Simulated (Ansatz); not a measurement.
# NOF (nitrosyl fluoride): HSE06/STO-3G

What is the vertical ionisation energy of NOF (nitrosyl fluoride) at HSE06/STO-3G? 

Program for the calculation: Ansatz 0.2.0.

63 further runs of the same task are left out: 16 that didn't finish, 47 set aside as unsound or not needed.

**1. The structure to begin with**

The species is NOF (3 atoms), meant as a singlet with charge 0. As SMILES, `O=NF`. The shape is that of a PBE0-D4/def2-TZVP optimisation.

Bond lengths: O1–N2 1.127 Å, N2–F3 1.483 Å. Angles: O1–N2–F3 110.4°.

**2. The energy at HSE06/STO-3G**

Contents of run.yaml:

```yaml
crystal:
  periodic: [false, false, false]
  atoms:
    - {symbol: O, position_ang: [0.868350, 0.242970, 0.504740]}
    - {symbol: N, position_ang: [0.148930, -0.482540, 0.029910]}
    - {symbol: F, position_ang: [-1.017290, 0.239580, -0.534650]}
basis:
  gaussian: {orbitals: STO-3G}
total_charge: 0
hamiltonian: {xc: {name: HSE06}}
accuracy: high
```

Started as:

```console
ansatz run run.yaml --threads 1 --pin off --max-ram 3480MiB --events-out events.jsonl --progress --plain --runs-dir runs
```

Output:

```text
Warning: RAYON_NUM_THREADS=1 ignored (pool sized by the plan → 1); use --threads N
Functional definition: HSE06
  name "HSE06"
  parameter a = 0.25
  parameter omega = 0.11/bohr
  exchange = pbe_x - a*pbe_x_sr(omega) + a*exact_x_sr(omega)
  correlation = pbe_c
251 factors; integrals over basis functions are off by at most 3.5e-8 eV
38 factors; integrals over basis functions are off by at most 4.0e-10 eV
mean field evaluation 1: about -6156.1496 eV, gradient 2.0e1 eV
mean field evaluation 2: about -6139.5788 eV, gradient 8.4e1 eV
mean field evaluation 4: about -6157.4537 eV, gradient 5.2e0 eV
mean field evaluation 8: about -6157.5478 eV, gradient 4.3e-2 eV
mean field evaluation 16: about -6157.5478 eV, gradient 2.7e-7 eV
mean field -6157.54779816 eV, -226.2857078466 hartree, gradient 4.8e-8 eV, S^2 0.000000; 0 other end points of the search recorded, 0 dependent functions left out
reference -6157.54779886 eV, -226.2857078722 hartree; 12, 12 occupied and 3, 3 virtual orbitals, 251 factors
Total energy: -6157.54779886 eV, -226.2857078722 hartree
```

Run time: 0.93 s. Hardware: 1 thread of Intel Xeon Platinum 8488C (Sapphire Rapids), shared host.

**3. The doublet cation**

Contents of input.yaml:

```yaml
basis:
  gaussian:
    orbitals: STO-3G
crystal:
  periodic: [false, false, false]
  atoms:
    - {symbol: O, position_ang: [0.868350, 0.242970, 0.504740]}
    - {symbol: N, position_ang: [0.148930, -0.482540, 0.029910]}
    - {symbol: F, position_ang: [-1.017290, 0.239580, -0.534650]}
total_charge: 1
accuracy: high
hamiltonian:
  xc: {name: HSE06}
magnetization:
  spin_polarized: true
  initial_magnetization: 1
```

Started as:

```console
ansatz run input.yaml --threads 1 --pin off --max-ram 3480MiB --events-out events.jsonl --progress --plain --runs-dir runs
```

Output (excerpt; [...] marks lines left out):

```text
Warning: RAYON_NUM_THREADS=1 ignored (pool sized by the plan → 1); use --threads N
[... 6 set-up lines as earlier in the session ...]
251 factors; integrals over basis functions are off by at most 3.5e-8 eV
38 factors; integrals over basis functions are off by at most 4.0e-10 eV
mean field evaluation 1: about -6144.7939 eV, gradient 1.9e1 eV
mean field evaluation 2: about -6054.4863 eV, gradient 1.1e2 eV
mean field evaluation 4: about -6147.3239 eV, gradient 6.8e0 eV
mean field evaluation 8: about -6147.6231 eV, gradient 2.5e-1 eV
mean field evaluation 16: about -6147.6227 eV, gradient 1.8e-4 eV
mean field evaluation 32: about -6147.6227 eV, gradient 1.0e-8 eV
mean field -6147.62272967 eV, -225.9209683071 hartree, gradient 1.0e-8 eV, S^2 0.771032; 2 other end points of the search recorded, 0 dependent functions left out
reference -6147.62273038 eV, -225.9209683330 hartree; 12, 11 occupied and 3, 4 virtual orbitals, 251 factors
Total energy: -6147.62273038 eV, -225.9209683330 hartree
```

Wall time 1.4 s (1 thread of Intel Xeon Platinum 8488C (Sapphire Rapids), shared host); peak memory 0.12 GiB.

**4. Summary of results**

Level: HSE06/STO-3G.

| quantity | value |
| --- | --- |
| singlet NOF: total energy | -226.28571 Eh |
| doublet cation: total energy | -225.92097 Eh |
| doublet cation: ⟨S²⟩ | 0.771 |
| vertical ionisation energy (to the doublet cation) | 9.925 eV |

In words: The vertical ionisation energy comes to 9.93 eV (229 kcal/mol). In a minimal basis such a difference can be off by several eV, whatever the method.
